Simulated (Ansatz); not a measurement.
# FH5OSi: the cost of one run

Program: Ansatz 0.2.0. Level of theory: RHF/def2-SVP. These are calculated values, not measurements.

### 1 The structure to begin with

Bond lengths: Si1–F2 1.940 Å, Si1–H3 1.460 Å, Si1–H4 1.459 Å, Si1–H5 1.459 Å, Si1–O6 1.980 Å, O6–H7 1.010 Å. Angles: F2–Si1–H3 109.5°, F2–Si1–H4 109.5°, F2–Si1–H5 109.5°, F2–Si1–O6 71.6°, H3–Si1–H4 109.5°, H3–Si1–H5 109.5°, H3–Si1–O6 178.9°, H4–Si1–H5 109.5°, H4–Si1–O6 70.0°, H5–Si1–O6 70.0°, Si1–O6–H7 109.5°.

As a file:

```xyz
8

Si    0.0000    0.0000    0.0000
F     0.0000    0.0000    1.9400
H     1.3768    0.0000   -0.4862
H    -0.6877    1.1914   -0.4862
H    -0.6877   -1.1914   -0.4862
O    -1.8790    0.0000    0.6243
H    -2.4241   -0.6297    0.0530
H    -1.1493    0.0000    1.6846
```

### 2 Pulling towards end A

Springs on the bonds that form and break draw the guess towards this end; the thresholds are loose.

File input.yaml:

```yaml
crystal:
  periodic: [false, false, false]
  atoms:
    - { symbol: Si, position_ang: [0.0, 0.0, 0.0] }
    - { symbol: F, position_ang: [0.0, 0.0, 1.94] }
    - { symbol: H, position_ang: [1.3768, 0.0, -0.4862] }
    - { symbol: H, position_ang: [-0.6877, 1.1914, -0.4862] }
    - { symbol: H, position_ang: [-0.6877, -1.1914, -0.4862] }
    - { symbol: O, position_ang: [-1.879, 0.0, 0.6243] }
    - { symbol: H, position_ang: [-2.4241, -0.6297, 0.053] }
    - { symbol: H, position_ang: [-1.1493, 0.0, 1.6846] }
basis:
  gaussian: { orbitals: def2-SVP }
hamiltonian:
  xc: hf
relax:
  f_tol: 0.15
  max_steps: 25
  restrain:
    - { distance: [0, 5], at: 2.88, k: 30.0 }
    - { distance: [7, 1], at: 2.12, k: 30.0 }
    - { distance: [0, 1], at: 1.59, k: 30.0 }
    - { distance: [7, 5], at: 1.01, k: 30.0 }
```

Started as:

```bash
ansatz run input.yaml --threads 1 --pin off --max-ram 2048MiB --backend cpu --events-out ev --progress --plain --runs-dir out
```

Q: Estimate wall time and peak memory on 1 thread of Intel Xeon 6975P-C (Granite Rapids), shared host.

About 5.3 s, with a peak of 0.14 GiB.
